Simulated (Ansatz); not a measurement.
```yaml
crystal:
  periodic: [false, false, false]
  atoms:
    - {symbol: Ru, position_ang: [0.000000, 0.000000, 0.000000]}
    - {symbol: F, position_ang: [0.000000, 0.000000, 2.020000]}
basis:
  gaussian: {orbitals: def2-TZVP}
total_charge: 1
hamiltonian: {xc: pbe0}
relax: {f_tol: 0.004, max_steps: 80}
```

```sh
$ ansatz run in.yaml --threads 1 --pin off --events-out ev --progress --plain --max-ram 2176MiB
```

Steps of the relaxation (energy above the last step; positions in Å, forces in eV/Å):

```
2
step 1, 893.1 meV
Ru    0.000    0.000    0.000    0.000    0.000    4.434
F     0.000    0.000    2.020    0.000    0.000   -4.434
```

```
2
step 2, 38.8 meV
Ru    0.000    0.000    0.118    0.000    0.000    1.564
F     0.000    0.000    1.902    0.000    0.000   -1.564
```

```
2
step 3, 33.1 meV
Ru    0.000    0.000    0.161    0.000    0.000   -1.717
F     0.000    0.000    1.859    0.000    0.000    1.717
```

```
2
step 4, 0.0 meV
Ru    0.000    0.000    0.141    0.000    0.000    0.048
F     0.000    0.000    1.879    0.000    0.000   -0.048
```

```
2
step 5, 0.0 meV
Ru    0.000    0.000    0.141    0.000    0.000    0.003
F     0.000    0.000    1.879    0.000    0.000   -0.003
```

Close pairs at the end: Ru1–F2 1.738 Å.

A stationary point of restricted PBE0 after 5 steps (its stability towards spin polarisation wasn't tested). 21 s on 1 thread of Arm Neoverse V2, shared host.
